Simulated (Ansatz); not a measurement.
in.yaml

```yaml
crystal:
  periodic: [false, false, false]
  atoms:
    - {symbol: Cl, position_ang: [0.000000, 0.000000, -1.506333]}
    - {symbol: H, position_ang: [0.000000, 0.000000, 0.125667]}
    - {symbol: O, position_ang: [0.000000, 0.000000, 1.380667]}
basis:
  gaussian: {orbitals: cc-pVDZ}
magnetization: {spin_polarized: false, initial_magnetization: 2}
correlation: {method: fic_mrcisd_q, electrons: outside_noble_gas, active_space: {window: {electrons: 4, orbitals: 4}}}
```

```sh
$ ansatz run in.yaml --threads 1 --pin off --events-out ev --progress --plain --max-ram 2393MiB
```

The program prints:

```
369 factors; integrals over basis functions are off by at most 1.4e-3 eV
mean field evaluation 1: about -14549.8682 eV, gradient 1.5e1 eV
mean field evaluation 2: about -14549.8751 eV, gradient 1.5e1 eV
mean field evaluation 4: about -14552.4918 eV, gradient 4.1e0 eV
mean field evaluation 8: about -14552.6165 eV, gradient 8.7e-1 eV
mean field evaluation 16: about -14552.6817 eV, gradient 3.5e-3 eV
mean field evaluation 32: about -14553.2294 eV, gradient 1.3e-1 eV
mean field evaluation 64: about -14547.7820 eV, gradient 2.7e-6 eV
mean field evaluation 96: about -14552.7335 eV, gradient 1.5e0 eV
mean field evaluation 128: about -14547.7810 eV, gradient 4.8e-1 eV
mean field evaluation 160: about -14550.9941 eV, gradient 2.0e1 eV
...
mean field -14553.22950014 eV, -534.8213195967 hartree, gradient 2.2e-6 eV, S^2 2.000000; 12 other end points of the search recorded, 0 dependent functions left out
reference -14553.22950014 eV, -534.8213195967 hartree; 14, 12 occupied and 23, 25 virtual orbitals, 369 factors
state -14553.81880350 eV, -534.8429760958 hartree
...
state -14553.81880350 eV, -534.8429760958 hartree; corrected -14561.60227935 eV, -535.1290135575 hartree
state -14553.61897750 eV, -534.8356326257 hartree
...
state -14553.61897750 eV, -534.8356326257 hartree; corrected -14561.34055013 eV, -535.1193951863 hartree
state -14553.81880350 eV, -534.8429760958 hartree; corrected -14561.60227935 eV, -535.1290135575 hartree
state -14553.69537137 eV, -534.8384400488 hartree
...
contracted CI cycle   3: correlation -7.01276257 eV, -0.2577142710 hartree, residual 1.15e0 eV
contracted CI cycle   4: correlation -7.03228283 eV, -0.2584316272 hartree, residual 5.40e-1 eV
contracted CI cycle   5: correlation -7.03738127 eV, -0.2586189914 hartree, residual 2.69e-1 eV
contracted CI cycle   6: correlation -7.03840872 eV, -0.2586567498 hartree, residual 9.02e-2 eV
contracted CI cycle   7: correlation -7.03854918 eV, -0.2586619115 hartree, residual 4.48e-2 eV
contracted CI cycle   8: correlation -7.03858579 eV, -0.2586632567 hartree, residual 2.30e-2 eV
contracted CI cycle   9: correlation -7.03859473 eV, -0.2586635853 hartree, residual 9.94e-3 eV
contracted CI cycle  10: correlation -7.03859620 eV, -0.2586636393 hartree, residual 4.22e-3 eV
contracted CI cycle  11: correlation -7.03859646 eV, -0.2586636490 hartree, residual 1.83e-3 eV
contracted CI cycle  12: correlation -7.03859650 eV, -0.2586636505 hartree, residual 6.36e-4 eV
state -14553.69537137 eV, -534.8384400488 hartree; corrected -14561.33786121 eV, -535.1192963702 hartree
state -14553.81880350 eV, -534.8429760958 hartree; corrected -14561.60227935 eV, -535.1290135575 hartree
2 active orbitals were swapped for others, from the solution at -14553.61896194 eV, -534.8356320542 hartree to that at -14553.69533927 eV, -534.8384388692 hartree; typed "places" are swapped only where nearly empty or full, and so, without "given_window_search", are "orbital_numbers", "shells" and a window whose orbitals a file names under [Active]
the orbitals are reached from a further start. From the first start the search ends at -14553.69533927 eV, -534.8384388692 hartree
Total energy: -14561.60227935 eV, -535.1290135575 hartree
```

Natural occupations: 1.9333 1.0000 1.0000 0.0667.

Ran on 1 thread of Intel Xeon Platinum 8175M, shared host: 6.5 s wall, 0.14 GiB peak host memory.
